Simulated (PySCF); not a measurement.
Solvent effects on NMR parameters

Mapped SMILES: `[CH3:1][C:2]1([CH3:3])[CH2:4][CH2:5]1` (H(Xn): hydrogen on atom n).

GIAO PBE0/pcSseg-1 in PySCF 2.14 on one PBE0-D3(BJ)/def2-SVP conformer, non-relativistic, equivalent nuclei averaged. Solvents enter as an IEF-PCM continuum (cyclohexane with ε = 2.0, acetone with ε = 20.5) around the gas-phase geometry. Shifts are referred to TMS computed in the same medium.

Gas phase, δ in ppm: C1/C3 27.2, C4/C5 15.8, C2 11.1, H(C1)/H(C3) 1.04, H(C4)/H(C5) 0.23. Dipole moment 0.18 D.

Q: How does each δ change in the continuum?

A: 
```tsv
atoms	environment	Δδ, cyclohexane	Δδ, acetone
C1/C3	methyl carbon	+0.1	+0.2
C4/C5	three-membered-ring carbon	-0.1	-0.2
C2	three-membered-ring carbon	+0.4	+1.0
H(C1)/H(C3)	hydrogen on a methyl carbon	0.00	+0.02
H(C4)/H(C5)	hydrogen on a three-membered-ring carbon	+0.01	+0.02
```

Changes are relative to the gas phase. The dipole moment becomes 0.20 D in cyclohexane, 0.22 D in acetone.

Q: Which nuclei move most (in ppm), and what does the model miss?

A: C2 (three-membered-ring carbon, +1.0 ppm) in acetone. A continuum only polarises the solute; specific hydrogen bonds, the anisotropy of aromatic solvents and changes of geometry or conformer are outside it.
